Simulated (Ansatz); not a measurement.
System: N2H3, net charge -1, singlet state. It need not be the lowest isomer of its formula. Whether it binds its extra electron was not tested at this geometry. 
Structure (B3LYP-D3(BJ)/def2-TZVP (Ansatz, a program for electronic structure) minimum search):
SMILES: N[NH-]
```xyz
5

N     -0.0117     0.8129     0.0953
N     -0.0002    -0.6760    -0.0870
H     -0.8151     1.0690    -0.4970
H     -0.0399    -1.0945     0.8481
H      0.9385    -0.9330    -0.4092
```
Charge -1, spin multiplicity 1.

Basis-set convergence of Hartree-Fock and CCSD(T) correlation energies (hartree) with Ansatz. Correlated levels leave the core frozen unless marked. Spin-orbit coupling is left out. No relativistic terms. This anion needs diffuse functions, which these sets lack.

```
basis       functions       E(HF)  E(corr, CCSD(T))  rough core time
----------  ---------  ----------  ----------------  ---------------
def2-SVP           43  -110.39351          -0.38140       under 20 s
def2-TZVPP        104  -110.55035          -0.48387       under 20 s
def2-QZVPP        204  (withheld)        (withheld)             30 s
```

Fill in the missing entries.


- def2-QZVPP, E(HF): -110.56130
- def2-QZVPP, E(corr, CCSD(T)): -0.51603
